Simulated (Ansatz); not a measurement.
# BeH+ (triplet): the correlation ladder, def2-QZVPP

One table from this session's results is given with a row withheld; the runs are named, their logs left out.

Method: def2-QZVPP, core rule «outside noble gas», up to 1 orbitals frozen; program: Ansatz 0.2.0, Gaussian basis.

The runs, in order: UHF; ROHF; CCSD(T) on UHF.

2 further runs of the same task are left out: 2 set aside as unsound or not needed.

## The geometry

The geometry is a PBE0/def2-TZVP stationary point (not a proven minimum) of the parent state, kept for this charge and spin.

2 atoms, charge 1, spin multiplicity 3.

Atoms are counted from 1 here; the program's logs count them from 0.

Bond lengths: Be1–H2 1.356 Å.

Set-up of the first run:

Contents of in.yaml:

```yaml
crystal:
  periodic: [false, false, false]
  atoms:
    - {symbol: Be, position_ang: [0.000000, 0.000000, 0.000000]}
    - {symbol: H, position_ang: [0.000000, 0.000000, 1.356000]}
basis:
  gaussian: {orbitals: "def2-QZVPP.json"}
total_charge: 1
magnetization: {spin_polarized: true, initial_magnetization: 2}
hamiltonian: {xc: hf}
output: {orbitals: {seedname: orbitals}}
```

Run with:

```console
> ansatz run in.yaml --threads 1 --pin off --events-out ev --progress --plain --max-ram 2393MiB
```

Steps of the session up to this table: UHF; ROHF; CCSD(T) on UHF.

One of the session's tables, all rows but one given; the rest of the session is left out.

It belongs to the step «Misses and costs». 

| method | from UCCSD(T) (meV) |
| --- | --- |
| ROHF | ? |
| UHF | +57.5 |
| UMP2 | +20.6 |
| UCCSD | 0.0 |
| UCCSD(T) | 0 |

**Question.** Estimate the row for ROHF.

The run gave: from UCCSD(T) (meV): +58.8. In the column «from UCCSD(T) (meV)» it is the highest.
